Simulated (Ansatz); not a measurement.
in.yaml

```yaml
crystal:
  periodic: [false, false, false]
  atoms:
    - {symbol: N, position_ang: [-1.251128, 0.013798, -0.027687]}
    - {symbol: H, position_ang: [-1.548407, 0.981632, -0.027687]}
    - {symbol: H, position_ang: [-1.548407, -0.388500, 0.852572]}
    - {symbol: H, position_ang: [0.075872, 0.013798, -0.027687]}
    - {symbol: N, position_ang: [1.351872, 0.013798, -0.027687]}
    - {symbol: H, position_ang: [1.620954, -0.990428, -0.027687]}
basis:
  gaussian: {orbitals: STO-3G}
magnetization: {spin_polarized: false, initial_magnetization: 2}
correlation: {method: sc_nevpt2, electrons: valence, active_space: {window: {electrons: 2, orbitals: 4}, states: [{multiplicity: 3, weights: [0.5, 0.5]}]}}
scf: {lower_state_search: full}
```

```sh
$ ansatz run in.yaml --threads 1 --pin off --events-out ev --progress --plain --max-ram 2393MiB
```

Output:

```
220 factors; integrals over basis functions are off by at most 4.4e-8 eV
mean field evaluation 1: about -2982.6697 eV, gradient 9.6e0 eV
mean field evaluation 2: about -2982.7378 eV, gradient 9.7e0 eV
mean field evaluation 4: about -2983.1003 eV, gradient 1.4e0 eV
mean field evaluation 8: about -2983.1256 eV, gradient 3.5e-1 eV
mean field evaluation 16: about -2983.1722 eV, gradient 1.0e-3 eV
mean field evaluation 32: about -2983.1535 eV, gradient 7.2e-1 eV
mean field evaluation 64: about -2982.9558 eV, gradient 9.9e-1 eV
mean field evaluation 96: about -2983.0930 eV, gradient 2.2e-1 eV
mean field evaluation 128: about -2982.9966 eV, gradient 2.6e0 eV
mean field evaluation 160: about -2982.6546 eV, gradient 4.9e0 eV
mean field -2983.17217843 eV, -109.6295554908 hartree, gradient 2.5e-6 eV, S^2 2.000000; 8 other end points of the search recorded, 0 dependent functions left out
reference -2983.17217843 eV, -109.6295554908 hartree; 10, 8 occupied and 4, 6 virtual orbitals, 220 factors
state -2983.02138371 eV, -109.6240138869 hartree
state -2968.91405709 eV, -109.1055791958 hartree
state -2983.02138371 eV, -109.6240138869 hartree; corrected -2985.36169181 eV, -109.7100186233 hartree
state -2968.91405709 eV, -109.1055791958 hartree; corrected -2971.17993462 eV, -109.1888486592 hartree
WARN: 1 active orbitals are nearly empty or full. The corrections depend on them more than the energy does, and are more stable in an active space without them
Total energy: -2978.27081322 eV, -109.4494336412 hartree
```

Natural occupations, averaged over the states: 1.0000 0.5000 0.5000 0.0000.

The total printed last is the weighted mean of the 2 states, 7.091 eV above the lowest of them, and is no single state's energy. Before any correction even the lowest state lies above the reference determinant, by 0.15 eV, so the averaged orbitals or the space serve it badly.

Ran on 1 thread of Intel Xeon 6975P-C, shared host: 0.3 s wall, 0.18 GiB peak host memory.
